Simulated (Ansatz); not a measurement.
## C₄H₇O (charge -1), SMILES C=C(C)C[O-]: a ranking of conformers

Run with the Python package of Ansatz (0.2.0).

`run_conformers.py`:
```python
import ansatz as az
from rdkit import Chem
from rdkit.Chem import AllChem

rd = Chem.AddHs(Chem.MolFromSmiles("C=C(C)C[O-]"))
ids = list(AllChem.EmbedMultipleConfs(rd, numConfs=20, randomSeed=459, pruneRmsThresh=0.4))
field = [energy for _, energy in AllChem.MMFFOptimizeMoleculeConfs(rd)]
distinct = {round(e, 2): i for i, e in zip(ids, field)}
chosen = sorted(distinct.items())[:4]
found = []
for force_field, index in chosen:
    geometry = az.Crystal.molecule()
    for atom, xyz in zip(rd.GetAtoms(), rd.GetConformer(index).GetPositions()):
        geometry = geometry.atom(atom.GetSymbol(), xyz.round(5).tolist())
    model = geometry.calculation().basis(gaussian="def2-SVP").functional("r2scan").charge(-1)
    found.append(model.run(threads=1).report["free_energy_ev"])
print("conformer   MMFF (kcal/mol)   this level (eV)")
for (force_field, index), e in zip(chosen, found):
    print(f"{index:9d} {force_field - chosen[0][0]:17.2f} {(e - min(found)):17.3f}")
```

```console
$ python run_conformers.py
conformer   MMFF (kcal/mol)   this level (eV)
        1              0.00             0.019
        2              3.41             0.000
```

The conformers keep their force-field geometries. Anions want diffuse functions, which this basis lacks. The whole script took 13 s on 1 thread of Arm Neoverse V1, with other jobs on the host, peak memory 0.27 GiB.
